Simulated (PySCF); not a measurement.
Bonds broken one at a time in the series Al NH2-H. All species are isolated molecules in the gas phase. Strings in code marks are SMILES.

The numbers are results of TPSSh-D3(BJ)/def2-TZVP // B3LYP-D3(BJ)/def2-TZVP (PySCF), not measurements. 

```
species                               dipole moment (D)
------------------------------------  -----------------
radical fragment (`[NH2]`)                         1.92
whole molecule (`[AlH]([NH2])[NH2]`)               1.25
radical fragment (`[NH2][AlH]`)                    1.23
whole molecule (`[AlH2][NH2]`)                     1.31
```
